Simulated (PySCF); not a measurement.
Compound: C4H6F2.
Cartesian coordinates in Å at the PBE0-D3(BJ)/def2-SVP level; atoms count from 1:
```xyz
12
C4H6F2 angstrom
F      1.3807    1.0194   -1.0672
C      1.3557    0.5406    0.2149
C      0.0475   -0.1553    0.4745
F      0.0266   -0.6275    1.7529
C     -1.2308    0.3411   -0.0960
C     -0.6304   -0.9652   -0.5688
H      2.1912   -0.1667    0.3550
H      1.4797    1.3807    0.9198
H     -1.1923    1.2027   -0.7671
H     -2.1053    0.2865    0.5570
H     -0.1802   -0.9996   -1.5641
H     -1.1054   -1.8900   -0.2326
```

The closed-shell ground state was solved at several levels (PySCF, density fitting, gas phase, non-relativistic).

```csv
level,basis functions,HOMO (eV),LUMO (eV),gap (eV),dipole (D)
B97-2/pcSseg-2,300,-7.88,0.91,8.79,0.28
PBE0/STO-3G,36,-4.97,7.36,12.33,0.05
PBE0/pcSseg-2,300,-8.15,0.89,9.04,0.27
mPW1PW91/pcSseg-2,300,-8.19,0.84,9.03,0.28
CAM-B3LYP/pcSseg-2,300,-9.60,1.53,11.13,0.28
LC-wPBE/pcSseg-2,300,-10.93,2.66,13.59,0.27
wB97X-D/pcSseg-2,300,-10.04,2.60,12.64,0.26
BHandHLYP/pcSseg-2,300,-9.51,1.36,10.87,0.29
```

(1) What might PBE0/6-31G (66 basis functions) give for the same quantities?

(2) Over all these levels, which gives the widest orbital gap and which the narrowest?

(3) How much does the basis alone move the frontier levels among the 3 PBE0 rows (the withheld one included)?

(4) In the pcSseg-2 basis, how does the gap go with the fixed share of exact exchange?

(5) How far do the dipole and the HOMO energy spread over the levels?

Answers

(1) HOMO -8.03 eV, LUMO 2.18 eV, gap 10.21 eV, dipole 0.20 D.

(2) LC-wPBE/pcSseg-2 (range-separated hybrid) has the widest, 13.59 eV, and B97-2/pcSseg-2 (global hybrid, 21 % exact exchange) the narrowest, 8.79 eV. The two share the basis. From the narrowest to the widest the HOMO moves by -3.05 eV and the LUMO by +1.75 eV.

(3) The HOMO by 3.18 eV and the LUMO by 6.47 eV. By rising basis size (HOMO, LUMO in eV): STO-3G -4.97, 7.36; 6-31G -8.03, 2.18; pcSseg-2 -8.15, 0.89.

(4) B97-2 (21 %) 8.79 eV; mPW1PW91 (25 %) 9.03 eV; PBE0 (25 %) 9.04 eV; BHandHLYP (50 %) 10.87 eV. Each rise in the share widens the gap here.

(5) The dipole runs from 0.05 to 0.29 D (mean 0.24 D) and the HOMO from -10.93 to -4.97 eV.

One conformer stands for the species.
